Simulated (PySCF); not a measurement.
## Solvent effects on NMR parameters

Molfile (atoms numbered from 1):
```
C5H9F
     RDKit          3D

 15 15  0  0  0  0  0  0  0  0999 V2000
    1.8317   -0.8400   -0.0481 C   0  0  0  0  0  0  0  0  0  0  0  0
    0.6691   -0.1892    0.6857 C   0  0  0  0  0  0  0  0  0  0  0  0
   -0.6321   -0.2945   -0.0684 C   0  0  2  0  0  0  0  0  0  0  0  0
   -0.9720    0.6723   -1.1840 C   0  0  0  0  0  0  0  0  0  0  0  0
   -1.7146    0.7077    0.1055 C   0  0  1  0  0  0  0  0  0  0  0  0
   -3.0007    0.2723    0.1131 F   0  0  0  0  0  0  0  0  0  0  0  0
    2.7715   -0.7459    0.5168 H   0  0  0  0  0  0  0  0  0  0  0  0
    1.6463   -1.9134   -0.2121 H   0  0  0  0  0  0  0  0  0  0  0  0
    1.9835   -0.3782   -1.0364 H   0  0  0  0  0  0  0  0  0  0  0  0
    0.8946    0.8761    0.8677 H   0  0  0  0  0  0  0  0  0  0  0  0
    0.5473   -0.6474    1.6825 H   0  0  0  0  0  0  0  0  0  0  0  0
   -0.9989   -1.3147   -0.2310 H   0  0  0  0  0  0  0  0  0  0  0  0
   -1.5135    0.2743   -2.0457 H   0  0  0  0  0  0  0  0  0  0  0  0
   -0.2768    1.4868   -1.4087 H   0  0  0  0  0  0  0  0  0  0  0  0
   -1.5651    1.5469    0.7947 H   0  0  0  0  0  0  0  0  0  0  0  0
  1  2  1  0
  2  3  1  0
  3  4  1  0
  4  5  1  0
  5  6  1  0
  5  3  1  0
  1  7  1  0
  1  8  1  0
  1  9  1  0
  2 10  1  0
  2 11  1  0
  3 12  1  6
  4 13  1  0
  4 14  1  0
  5 15  1  1
M  END
```

GIAO PBE0/pcSseg-1 in PySCF on one PBE0-D3(BJ)/def2-SVP conformer, non-relativistic, equivalent nuclei averaged. Solvents enter as an IEF-PCM continuum (chloroform with ε = 4.7, tetrahydrofuran with ε = 7.4) around the gas-phase geometry. Shifts are referred to TMS, CFCl3 computed in the same medium.

Gas phase, δ in ppm: C5 73.5, C2 27.1, C3 21.2, C1 14.4, C4 12.9, F6 -225.4, H15 3.89, H11 2.00, H7/H8/H9 1.01, H12 0.88, H13 0.87, H14 0.20, H10 0.13. Dipole moment 1.79 D.

**Question.** How does each δ change in the continuum?

**Answer.** 
| atoms | environment | Δδ, chloroform | Δδ, tetrahydrofuran |
| --- | --- | --- | --- |
| C5 | three-membered-ring carbon | +1.1 | +1.3 |
| C2 | sp3 CH2 | +0.1 | +0.1 |
| C3 | three-membered-ring carbon | +0.6 | +0.8 |
| C1 | methyl carbon | +0.2 | +0.3 |
| C4 | three-membered-ring carbon | +0.2 | +0.2 |
| F6 | fluorine on an sp3 carbon | -3.6 | -4.0 |
| H15 | hydrogen on a three-membered-ring carbon | +0.20 | +0.24 |
| H11 | hydrogen on an sp3 CH2 | -0.01 | -0.02 |
| H7/H8/H9 | hydrogen on a methyl carbon | -0.01 | -0.01 |
| H12 | hydrogen on a three-membered-ring carbon | +0.08 | +0.09 |
| H13 | hydrogen on a three-membered-ring carbon | +0.03 | +0.03 |
| H14 | hydrogen on a three-membered-ring carbon | +0.15 | +0.18 |
| H10 | hydrogen on an sp3 CH2 | +0.11 | +0.13 |

Changes are relative to the gas phase. The dipole moment becomes 2.06 D in chloroform, 2.10 D in tetrahydrofuran.

**Question.** Which nuclei move most (in ppm), and what does the model miss?

**Answer.** F6 (fluorine on an sp3 carbon, -4.0 ppm) in tetrahydrofuran. A continuum only polarises the solute; specific hydrogen bonds, the anisotropy of aromatic solvents and changes of geometry or conformer are outside it.
